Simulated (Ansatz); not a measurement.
A run of Ansatz (development build ahead of 0.2.0) on triplet CHCl at this shape:

```yaml
atoms:
  - { symbol: H, position_ang: [0.0000, 0.0000, 0.0000] }
  - { symbol: Cl, position_ang: [0.0000, 0.0000, 3.1440] }
  - { symbol: C, position_ang: [0.0000, 0.0000, -2.5680] }
```

Its results:

```yaml
Converged: yes
Total_energy: -498.44040 hartree
Spin_squared_of_the_determinant: 2.000
Stability_test: minimum among restricted orbitals
```

(1) Which input gives this output? Name the method, the orbitals and the basis set, and write the input.

Answers

(1) ωB97X (restricted open-shell) in pcseg-2.

```yaml
crystal:
  periodic: [false, false, false]
  atoms:
    - { symbol: H, position_ang: [0.0, 0.0, 0.0] }
    - { symbol: Cl, position_ang: [0.0, 0.0, 3.144] }
    - { symbol: C, position_ang: [0.0, 0.0, -2.568] }
basis:
  gaussian: { orbitals: pcseg-2 }
magnetization:
  initial_magnetization: 2
hamiltonian:
  xc: { name: wB97X }
```

Caution: stretched shape with no unrestricted run beside it, a lower state can exist; charge can spread falsely over distant fragments; other spin multiplicities may lie lower.
